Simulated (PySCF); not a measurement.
³³S chemical shifts

- shieldings: GIAO PBE0/pcSseg-1
- GFN2-xTB geometry
- run in PySCF
- single conformer, non-relativistic Hamiltonian, fast rotation and ring inversion assumed for equivalent nuclei, no solvent

Shieldings were converted by a linear fit to measured shifts: ³³S (scatter 33.3 ppm rms vs sulfate, solution or neat liquid). Occasional misses reach two or three times the rms, and more in compound classes unlike the fitted ones.

Task: Give the ³³S shifts of `F[C@@H]1SCS[SiH2][C@H]1C[SiH3]`.

Result: 
```csv
compound,environment,δ (ppm)
[F:1][C@@H:2]1[S:3][CH2:4][S:5][SiH2:6][C@H:7]1[CH2:8][SiH3:9],S3: sulfide sulfur,-260
[F:1][C@@H:2]1[S:3][CH2:4][S:5][SiH2:6][C@H:7]1[CH2:8][SiH3:9],"S5: sulfur bonded to C, Si, in a 6-membered ring",-446
```

Task: Order these by ³³S shift, lowest first.
A. C[SiH2]N[Si](N)(S)S
B. FC(F)(F)c1cc2scc(Cl)c2o1
C. Cc1ncc(F)s1
D. C=C(C#N)c1nsc(F)n1
E. c1ccc2nsnc2c1

Result: A (-471 ppm, sulfur bonded to Si, H), B (-189 ppm, aromatic ring sulfur), C (-96 ppm, aromatic ring sulfur), D (19 ppm, aromatic ring sulfur), E (186 ppm, aromatic ring sulfur).
